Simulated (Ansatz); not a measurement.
**CO (triplet): the correlation ladder at distance O1–C2 = 1.294 Å, 6-31G**

How much of the correlation energy of CO (triplet) does each wave-function method recover here?

The runs use Ansatz 0.2.0, Gaussian basis; 6-31G, core rule «outside noble gas», up to 2 orbitals frozen.

Plan: UHF; CCSD(T) on ROHF; CCSD(T) on UHF; BCCD(T) on ROHF; CISD as a restricted active space (open shells left free, so some higher excitations enter); CCSDT(Q) on ROHF; CCSDT(Q) on UHF; CISDTQ; CCSDTQ on ROHF; CCSDTQ on UHF; CASSCF and MRCISD+Q, 4 electrons in 4 orbitals; CASSCF and NEVPT2, 4 electrons in 4 orbitals; CASSCF and MRCISD+Q, 10 electrons in 8 orbitals; CASSCF and NEVPT2, 10 electrons in 8 orbitals; Full CI; Full CI in the symmetry of the determinant.

22 further runs of the same task are left out: 1 for a known fault of the program, 16 that didn't finish, 5 set aside as unsound or not needed. Runs told in other sessions of the task aren't counted.

### Step 1. What is computed

The geometry derives from a PBE0/def2-TZVP stationary point (not a proven minimum). One bond is set to the value named and the two fragments are kept rigid.

2 atoms, charge 0, spin multiplicity 3.

Atoms are counted from 1 here; the program's logs count them from 0.

Bond lengths: O1–C2 1.294 Å.

### Step 2. UHF

Input file in.yaml:

```yaml
crystal:
  periodic: [false, false, false]
  atoms:
    - {symbol: O, position_ang: [0.000000, 0.000000, 0.000000]}
    - {symbol: C, position_ang: [0.000000, 0.000000, 1.294000]}
basis:
  gaussian: {orbitals: 6-31G}
magnetization: {spin_polarized: true, initial_magnetization: 2}
hamiltonian: {xc: hf}
output: {orbitals: {seedname: orbitals}}
```

Launch:

```
> ansatz run in.yaml --threads 1 --pin off --events-out ev --progress --plain --max-ram 2393MiB
```

The runs that follow: CCSD(T) on ROHF; CCSD(T) on UHF; BCCD(T) on ROHF; CISD as a restricted active space (open shells left free, so some higher excitations enter); CCSDT(Q) on ROHF; CCSDT(Q) on UHF; CISDTQ; CCSDTQ on ROHF; CCSDTQ on UHF; CASSCF and MRCISD+Q, 4 electrons in 4 orbitals; CASSCF and NEVPT2, 4 electrons in 4 orbitals; CASSCF and MRCISD+Q, 10 electrons in 8 orbitals; CASSCF and NEVPT2, 10 electrons in 8 orbitals; Full CI; Full CI in the symmetry of the determinant.

**Question.** What will the summary of the whole plan be? Wanted: FCI from the RHF energy; RMP2 from FCI; UMP2 from FCI; RCCSD from FCI; RCCSD(T) from FCI; UCCSD(T) from FCI; RCCSDT(Q) from FCI; UCCSDT(Q) from FCI; NEVPT2 pair from FCI.

As calculated:

| quantity | value |
| --- | --- |
| FCI from the ROHF energy | -5.7736 eV |
| RMP2 from FCI | +38.5 kJ/mol |
| UMP2 from FCI | +125.4 kJ/mol |
| RCCSD from FCI | +29.3 kJ/mol |
| RCCSD(T) from FCI | +5.7 kJ/mol |
| UCCSD(T) from FCI | +8.3 kJ/mol |
| RCCSDT(Q) from FCI | +0.4 kJ/mol |
| UCCSDT(Q) from FCI | -1.1 kJ/mol |
| NEVPT2 pair from FCI | +61.8 kJ/mol |
| MRCISD+Q pair from FCI | +23.0 kJ/mol |
| NEVPT2 valence from FCI | +50.7 kJ/mol |
| levels within 1 kcal/mol (43 meV) | RCCSDT, UCCSDT, RCCSDT(Q), UCCSDT(Q), RCCSDTQ, UCCSDTQ, MRCISD+Q valence |
| T1 diagnostic | 0.044 |
| effectively unpaired electrons | 2.13 |

What this shows: RCCSD(T) misses by +5.7 kJ/mol, 1.0 % of the correlation energy. CCSD(T) misses by +5.7 kJ/mol on the restricted determinant and by +8.3 kJ/mol on the unrestricted one; the two need not hold the same state or core. UCCSDT(Q) falls below full CI: unrestricted runs freeze a spin-polarised core, another one than full CI's, and coupled cluster isn't variational. The occupations are near whole numbers, but T1 = 0.044 shows that the orbitals relax strongly. Of the multireference levels listed MRCISD+Q valence comes nearest in total energy (+2.8 kJ/mol), which doesn't show that its space is the better one. Coupled cluster took another determinant than the lowest Hartree-Fock one. These misses are within one basis, not against nature; the frozen cores of restricted and unrestricted runs differ, which can shift their rows.

Levels on UHF freeze UHF's core orbitals, full CI those of ROHF, so the U rows can settle a little off it for that reason alone.

With open shells the CI space here admits some higher excitations, so it is larger than plain CISD.
